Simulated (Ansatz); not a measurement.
The cluster Li₃ (the lowest doublet isomer of a short search) was relaxed with PBE (def2-TZVP) in Ansatz in these states: neutral doublet, neutral quartet. The geometries follow in no particular order.

A:

Cartesian coordinates in Å:
```
Li 1.395 -0.394 -0.391
Li -0.099 1.015 1.524
Li -1.296 -0.620 -1.134
```

B:

```xyz
3

Li   -1.5643   -0.1681   -1.0488
Li    1.5388    0.8265   -0.7233
Li    0.0255   -0.6584    1.7720
```

Judge from the bond lengths which geometry belongs to which state (an estimate).

A is the neutral doublet (Li1–Li3 2.801 Å, Li1–Li2 2.808 Å); B is the neutral quartet (Li1–Li3 3.275 Å, Li1–Li2 3.275 Å).

At PBE0/def2-TZVP a doublet lies 1.11 eV below the neutral quartet. These are the stationary points nearest to one start from a short search; other shapes may lie lower in each state.
